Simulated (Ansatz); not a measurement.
A run of Ansatz (development build ahead of 0.2.0) on singlet C5H12 at this shape:

```xyz
17

C     0.0024   -0.0464    0.0551
C     0.8648    0.8950    0.9287
C     0.8753   -0.9078   -0.9110
C    -0.9206    0.8358   -0.8655
C    -0.8669   -0.8404    0.8265
H     0.3066    1.5717    1.5339
H     1.5546    0.2197    1.5649
H     1.4750    1.5631    0.2723
H     0.2210   -1.5464   -1.5192
H     1.5374   -0.2343   -1.5804
H     1.4744   -1.5001   -0.2890
H    -1.4806    0.2398   -1.5557
H    -1.5821    1.5803   -0.2709
H    -0.3057    1.5599   -1.5305
H    -1.5438   -1.5879    0.3130
H    -0.2591   -1.5486    1.4945
H    -1.5452   -0.2775    1.5857
```

Its results:

```
Converged                       : yes
Reference energy                : -196.21160 hartree
Correlation energy              : -0.47431 hartree
Total energy                    : -196.68591 hartree
Spin squared of the determinant : 0.000
```

Problem. Which input gives this output? Name the method, the orbitals and the basis set, and write the input.

Solution. RHF-MP2 in 6-31G. An unrestricted run that stays on the closed shell gives the same numbers.

```yaml
crystal:
  periodic: [false, false, false]
  atoms:
    - { symbol: C, position_ang: [0.00245, -0.04635, 0.05506] }
    - { symbol: C, position_ang: [0.86483, 0.89497, 0.92869] }
    - { symbol: C, position_ang: [0.87534, -0.90778, -0.911] }
    - { symbol: C, position_ang: [-0.92057, 0.83577, -0.86553] }
    - { symbol: C, position_ang: [-0.8669, -0.84038, 0.82654] }
    - { symbol: H, position_ang: [0.30657, 1.57168, 1.53388] }
    - { symbol: H, position_ang: [1.55461, 0.21971, 1.5649] }
    - { symbol: H, position_ang: [1.47505, 1.5631, 0.27233] }
    - { symbol: H, position_ang: [0.22097, -1.54641, -1.51925] }
    - { symbol: H, position_ang: [1.53745, -0.23434, -1.58044] }
    - { symbol: H, position_ang: [1.47439, -1.50005, -0.28901] }
    - { symbol: H, position_ang: [-1.48064, 0.23983, -1.55568] }
    - { symbol: H, position_ang: [-1.58213, 1.58034, -0.27089] }
    - { symbol: H, position_ang: [-0.3057, 1.55988, -1.53049] }
    - { symbol: H, position_ang: [-1.54384, -1.58792, 0.31304] }
    - { symbol: H, position_ang: [-0.25912, -1.54856, 1.49448] }
    - { symbol: H, position_ang: [-1.5452, -0.27752, 1.58572] }
basis:
  gaussian: { orbitals: "6-31G" }
hamiltonian:
  xc: hf
correlation:
  method: mp2
  frozen_orbitals: { C: 1, H: 0 }
```
